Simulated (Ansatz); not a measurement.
Input for Ansatz (development build ahead of 0.2.0):

```yaml
crystal:
  periodic: [false, false, false]
  atoms:
    - { symbol: C, position_ang: [0.29079, -0.61933, 0.19706] }
    - { symbol: C, position_ang: [-0.34247, 0.68926, -0.24534] }
    - { symbol: H, position_ang: [0.24392, 1.57587, -0.09716] }
    - { symbol: H, position_ang: [-1.33434, 0.731, -0.77361] }
    - { symbol: H, position_ang: [1.28311, -0.64907, -0.28391] }
    - { symbol: H, position_ang: [0.32265, -0.73788, 1.31101] }
    - { symbol: H, position_ang: [-0.25291, -1.48803, -0.10669] }
basis:
  gaussian: { orbitals: def2-SVP }
magnetization:
  spin_polarized: true
  initial_magnetization: 1
hamiltonian:
  xc: hf
output:
  forces: true
```

The input is written out in the form of the current development build from the run's settings.

Results

```
Converged                       : yes
Total energy                    : -78.53740 hartree
Spin squared of the determinant : 0.764
Stability test                  : minimum
```

Forces (eV/Å):
```json
{"atom": "C1", "Fx": "-0.031", "Fy": "0.920", "Fz": "0.359"}
{"atom": "C2", "Fx": "-1.122", "Fy": "-1.081", "Fz": "-0.237"}
{"atom": "H3", "Fx": "-0.077", "Fy": "0.522", "Fz": "-0.078"}
{"atom": "H4", "Fx": "1.304", "Fy": "0.063", "Fz": "0.709"}
{"atom": "H5", "Fx": "-0.078", "Fy": "-0.348", "Fz": "0.724"}
{"atom": "H6", "Fx": "0.534", "Fy": "0.468", "Fz": "-0.826"}
{"atom": "H7", "Fx": "-0.530", "Fy": "-0.543", "Fz": "-0.650"}
```
